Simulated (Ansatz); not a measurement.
# CH2Al+ (triplet): the correlation ladder, def2-QZVPP

The task here is to estimate one member of a computed series from the others.

Program: Ansatz 0.2.0, Gaussian basis. Level of theory: def2-QZVPP, core rule «outside noble gas», up to 6 orbitals frozen. These are calculated values, not measurements.

To be run: UHF; ROHF; CCSD(T) on UHF.

### The geometry

The geometry is a PBE0/def2-TZVP stationary point (not a proven minimum) of the parent state, kept for this charge and spin.

4 atoms, charge 1, spin multiplicity 3.

Atoms are counted from 1 here; the program's logs count them from 0.

Bond lengths: Al1–C2 1.948 Å, C2–H3 1.088 Å, C2–H4 1.088 Å. Angles: Al1–C2–H3 122.6°, Al1–C2–H4 122.6°, H3–C2–H4 114.8°.

Geometry (Å):

```xyz
4

Al    0.0000    0.0000    0.6950
C     0.0000    0.0000   -1.2528
H     0.0000    0.9163   -1.8387
H     0.0000   -0.9163   -1.8387
```

The first run:

in.yaml

```yaml
crystal:
  periodic: [false, false, false]
  atoms:
    - {symbol: Al, position_ang: [0.000000, 0.000000, 0.695038]}
    - {symbol: C, position_ang: [0.000000, 0.000000, -1.252764]}
    - {symbol: H, position_ang: [0.000000, 0.916303, -1.838714]}
    - {symbol: H, position_ang: [0.000000, -0.916304, -1.838714]}
basis:
  gaussian: {orbitals: "def2-QZVPP.json"}
total_charge: 1
magnetization: {spin_polarized: true, initial_magnetization: 2}
hamiltonian: {xc: hf}
output: {orbitals: {seedname: orbitals}}
```

The run is started by

```sh
> ansatz run in.yaml --threads 1 --pin off --events-out ev --progress --plain --max-ram 2393MiB
```

Among the steps run: UHF; ROHF; CCSD(T) on UHF.

One table of the session follows, with a row left open; its other results are not shown here.

| method | from UCCSD(T) (meV) |
| --- | --- |
| ROHF | +5861.1 |
| UHF | ? |
| UMP2 | +789.1 |
| UCCSD | +210.2 |
| UCCSD(T) | 0 |

Estimate the missing values for UHF.

The run gave: from UCCSD(T) (meV): +5659.2. In the column «from UCCSD(T) (meV)» it lies between UMP2 (+789.1) and ROHF (+5861.1).
